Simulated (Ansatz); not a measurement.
Reaction: C4H6 (but-1-yne, SMILES C(CC)#C) → C2H (SMILES C#[C], doublet) + C2H5 (SMILES [CH2]C, doublet) (the C-C bond breaks)
Each species at its own B3LYP-D3(BJ)/def2-TZVP minimum (Ansatz, an electronic-structure program).

Total energies in hartree (Ansatz). UHF or UKS for unpaired electrons; spin-orbit terms are left out. Cores are frozen in correlated methods. No relativity. The UHF reference of C2H ([C]#C, doublet) is spin-contaminated (<S^2> up to 0.36 over the pure value in the sets run).

```tsv
species	HF/cc-pVTZ	CCSD(T)/cc-pVTZ	HF/cc-pVQZ	CCSD(T)/cc-pVQZ	CCSD(T)/cc-pVDZ	CCSDT(Q)/cc-pVDZ
1: C4H6 (but-1-yne, SMILES C#CCC)	-154.95621	-155.67425	-154.96615	-155.71932	-155.51253	-155.51483
2: C2H (SMILES [C]#C, doublet)	-76.17745	-76.46716	-76.18236	-76.48720	-76.39801	-76.40053
3: C2H5 (SMILES [CH2]C, doublet)	-78.62785	-79.00245	-78.63306	-79.02569	-78.91562	-78.91668
```

**Question.** Work out the bond dissociation energy (electronic) in kcal/mol: take Hartree-Fock from cc-pVQZ, extrapolate the CCSD(T) correlation energy as X^-3 (X = 3, 4), and add CCSDT(Q) - CCSD(T) in cc-pVDZ. 1 hartree = 627.51 kcal/mol.

**Answer.** 
Species 1: correlation (64·(-0.75317) - 27·(-0.71804))/37 = -0.77881; step -0.00230; E1 = -154.96615 + (-0.77881) + (-0.00230) = -155.74726
Species 2: correlation (64·(-0.30484) - 27·(-0.28971))/37 = -0.31588; step -0.00252; E2 = -76.18236 + (-0.31588) + (-0.00252) = -76.50076
Species 3: correlation (64·(-0.39263) - 27·(-0.37460))/37 = -0.40579; step -0.00106; E3 = -78.63306 + (-0.40579) + (-0.00106) = -79.03991
-1·E1 +1·E2 +1·E3 = 0.20659 hartree = 129.6 kcal/mol.
